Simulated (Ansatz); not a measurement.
Molecule: ethane, C₂H₆, net charge 0, singlet state. 
Geometry from a B3LYP-D3(BJ)/def2-TZVP (Ansatz, a first-principles code) optimisation:
```xyz
8

C      0.0020    -0.0069     0.7631
C     -0.0020     0.0069    -0.7631
H      0.0089     1.0066     1.1692
H     -0.8808    -0.5139     1.1578
H      0.8809    -0.5241     1.1531
H     -0.0089    -1.0066    -1.1692
H     -0.8809     0.5241    -1.1531
H      0.8808     0.5139    -1.1578
```
Charge 0, spin multiplicity 1.

Basis-set convergence of Hartree-Fock and CCSD correlation energies (hartree) with Ansatz. Valence correlation only, unless marked. No spin-orbit coupling. Non-relativistic.

```csv
basis,functions,E(HF),"E(corr, CCSD)"
aug-cc-pVDZ,100,-79.23727,-0.35018
aug-cc-pVTZ,230,[?],[?]
```

Q: Complete the blanks.

A: 
- aug-cc-pVTZ, E(HF): -79.26024
- aug-cc-pVTZ, E(corr, CCSD): -0.40572
